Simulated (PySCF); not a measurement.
Give a PBE0-D3(BJ)/def2-SVP geometry of InChI=1S/C3H3NO/c1-2-4-3-5/h2H,1H2.

```
atom  x, y, z in Å
C1    -1.0640   -0.6070    0.8358
C2    -0.7102    0.1696   -0.1936
N3     0.5446    0.2318   -0.7544
C4     1.6864   -0.1338   -0.7817
O5     2.8142   -0.4199   -0.8938
H6    -2.0904   -0.5789    1.2045
H7    -0.3543   -1.2767    1.3275
H8    -1.4358    0.8338   -0.6726
```

Any rigid rotation of these coordinates is as good. Atoms count from 1 in this order. The C–N distances run from 1.199 Å (N3=C4, drawn double) to 1.376 Å (C2–N3, drawn single), a spread of 0.177 Å. The 5 heavy atoms lie in one plane (0.000 Å rms).

Bonds between heavy atoms (Å): C1=C2 1.337, C2–N3 1.376, N3=C4 1.199, C4=O5 1.169.

Level of theory: PBE0-D3(BJ)/def2-SVP geometry optimisation, gas phase (PySCF).

Point group: Cs (tolerance 0.08 Å). No frequency check. One conformer, not necessarily the lowest (C1–C2–N3–C4 0°).
